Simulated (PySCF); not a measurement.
**F: ionisation energy**

F [He] 2s2 2p5 (2P) → F+ [He] 2s2 2p4 (3P), as a difference of total energies. Calculation: PySCF 2.14, in cc-pVTZ-DK (4s3p2d1f, 30 functions); scalar relativity by spin-free X2C-1e. Correlated levels: valence: 1s2 frozen. The calculations carry no spin-orbit coupling.

| method | ionisation energy (eV) | error (eV) |
| --- | --- | --- |
| UHF | 15.639 | -1.788 |
| M06-L | 17.208 | -0.219 |
| LDA | 17.870 | +0.443 |
| MP2 (valence) | 17.181 | -0.246 |
| SCS-MP2 (valence) | 17.168 | -0.259 |
| CCSD (valence) | 17.076 | -0.351 |
| CCSD(T) (valence) | 17.118 | -0.309 |

Reference: 17.427 eV (measured; NIST levels, between the centres of gravity of the two terms).

Errors of the correlated levels include the incompleteness of this basis and the frozen core.
